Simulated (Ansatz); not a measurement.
A run for Ansatz (a quantum-chemistry and plane-wave program): R-CCSD(T)/cc-pVTZ on formamide (SMILES NC=O), atoms moved off the minimum.

Ansatz 0.2 input:
```yaml
crystal:
  periodic: [false, false, false]
  atoms:
    - {symbol: N, position_ang: [-1.07637580, 0.20440941, 0.10944103]}
    - {symbol: C, position_ang: [0.27860308, 0.31161110, -0.08892135]}
    - {symbol: O, position_ang: [1.05315938, -0.64318850, -0.12588854]}
    - {symbol: H, position_ang: [-1.45391618, -0.74124426, 0.22706728]}
    - {symbol: H, position_ang: [-1.66819096, 0.97994798, 0.12489536]}
    - {symbol: H, position_ang: [0.60880339, 1.41174933, -0.13493194]}
basis:
  gaussian:
    orbitals: cc-pVTZ
magnetization: {spin_polarized: false}
correlation: {method: ccsd_t, electrons: outside_noble_gas}
scf: {lower_state_search: off}
output: {forces: true}
```

Program output:

```
Functional definition: HF
[...]
these checks for a lower state are left out or cut short: starts, cluster_reference, orbital_swaps, neighbouring_geometries, increment
integrals: 0.24 GiB planned
770 factors; integrals over basis functions are off by at most 1.3e-3 eV
mean field: 0.23 GiB planned
mean field evaluation 1: about -4595.4823 eV, gradient 4.0e1 eV
mean field evaluation 2: about -4595.4851 eV, gradient 4.0e1 eV
mean field evaluation 4: about -4598.5368 eV, gradient 4.1e0 eV
mean field evaluation 8: about -4598.5900 eV, gradient 4.1e-1 eV
mean field -4598.59170478 eV, -168.9951281134 hartree, gradient 4.4e-6 eV, S^2 0.000000; 0 other end points of the search recorded, 0 dependent functions left out
3 core orbitals not correlated
reference -4598.59170478 eV, -168.9951281134 hartree; 9, 9 occupied and 120, 120 virtual orbitals, 770 factors
densities: 1.10 GiB planned
second order -16.51607241 eV of doubles, -0.00000000 eV of singles
coupled cluster: 0.69 GiB planned
cycle   1  -16.25340356 eV  change    2.6e-1 eV  update   1.0e-1
cycle   2  -16.68176163 eV  change   -4.3e-1 eV  update   3.3e-2
cycle   3  -16.80013989 eV  change   -1.2e-1 eV  update   1.8e-2
cycle   4  -16.78712595 eV  change    1.3e-2 eV  update   4.9e-3
cycle   5  -16.78304600 eV  change    4.1e-3 eV  update   2.1e-3
cycle   6  -16.78419948 eV  change   -1.2e-3 eV  update   6.8e-4
cycle   7  -16.78385948 eV  change    3.4e-4 eV  update   2.1e-4
cycle   8  -16.78371302 eV  change    1.5e-4 eV  update   6.4e-5
cycle   9  -16.78372298 eV  change   -1.0e-5 eV  update   2.6e-5
cycle  10  -16.78372567 eV  change   -2.7e-6 eV  update   9.9e-6
cycle  11  -16.78371654 eV  change    9.1e-6 eV  update   4.9e-6
perturbative correction -0.72222853 eV, -0.0265414088 hartree
the calculation of the forces begins
Total energy: -4616.09764985 eV, -169.6384597287 hartree
Atom 0 at    -1.076376     0.204409     0.109441 Å, force     1.237300    -2.052840    -0.086367 eV/Å
Atom 1 at     0.278603     0.311611    -0.088921 Å, force     0.471474     0.216213     0.449508 eV/Å
Atom 2 at     1.053159    -0.643189    -0.125889 Å, force    -0.858852     1.178708    -0.104561 eV/Å
Atom 3 at    -1.453916    -0.741244     0.227067 Å, force     0.204152     0.836123    -0.137155 eV/Å
Atom 4 at    -1.668191     0.979948     0.124895 Å, force    -0.782206     1.113973     0.020467 eV/Å
Atom 5 at     0.608803     1.411749    -0.134932 Å, force    -0.271868    -1.292176    -0.141893 eV/Å
Dipole moment:    -0.667365     0.412910     0.064905 e Å
Checks for a lower state left out: starts, cluster_reference, orbital_swaps, neighbouring_geometries, increment
```

The calculation finished and met its thresholds.

Cost: very roughly 70 core-seconds.
